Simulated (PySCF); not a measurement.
Species: C5H10N (doublet state).
Z-matrix (Å and degrees, GFN2-xTB geometry), rows numbered from 1:
```
C 
N   1  1.4021
C   2  1.4048  1  118.11
C   3  1.5244  2  110.38  1  -125.32
C   4  1.4960  3  119.55  2   165.94
C   4  1.4961  3  119.53  2    95.54
H   1  1.0943  2  108.79  3  -139.58
H   1  1.1001  2  108.80  3   105.54
H   1  1.1013  2  114.79  3   -15.55
H   3  1.1048  2  114.02  1    -0.79
H   3  1.1033  2  107.30  1   118.79
H   4  1.0816  3  112.40  2   -48.75
H   5  1.0799  4  118.16  6   107.64
H   5  1.0793  4  118.48  6  -108.44
H   6  1.0799  4  118.31  5  -107.47
H   6  1.0793  4  118.57  5   108.49
```

The hyperfine couplings belong to this conformer and change with its torsions.

As a line formula: `C[N]CC1CC1` [radical].

Theory: PySCF 2.14.0, UKS B3LYP, pcH-1 on C H N, non-relativistic, mean-field spin-orbit, GIAO. Isolated species at its GFN2-xTB geometry (one conformer only). GFN2-xTB frequencies show an imaginary mode (25i cm⁻¹), so this geometry is no minimum at that level. A GFN2-xTB geometry isn't a minimum of the functional, and hyperfine couplings can be far from their values at a DFT geometry. No stability test was run, so a lower SCF solution isn't excluded.

Q: The isotropic 13C couplings are +61.4, -36.1, -33.8 MHz. Assign them to C1; C3; C4.

A: 
```csv
site,a_iso (MHz),ρ(0) (bohr⁻³),position,distance from N2 (Å),spin population,largest |T| (MHz)
C1,-36.1,-0.0322,1 bond from N2,1.40,-0.07,4.3
C3,-33.8,-0.0301,1 bond from N2,1.40,-0.06,4.2
C4,+61.4,+0.0546,2 bonds from N2,2.41,+0.04,9.7
```

ρ(0) is the spin density at the nucleus and T the dipolar tensor; entries for several nuclei are means. The largest Mulliken spin populations are on N2 (+0.90), H8 (+0.08), C1 (-0.07) and H11 (+0.07). N2 is the only atom above +0.15. The positive populations add up to 1.14 and the negative ones to -0.14, together 2S = 1.

Class means assume fast exchange of nuclei equivalent by connectivity; if that motion is slow, each nucleus keeps its own coupling. The three 1H nuclei of mean +94.6 MHz run from 12.2 to 181.4 MHz in the frozen geometry. The 1H value of +73.8 MHz is a mean of couplings from 2.3 to 145.4 MHz in this one geometry, not an average over conformers.

Time: 45 s wall (with the writing of density and orbital grids); peak memory 0.92 GiB. Hardware: Arm Neoverse V2, one thread, on a shared host.
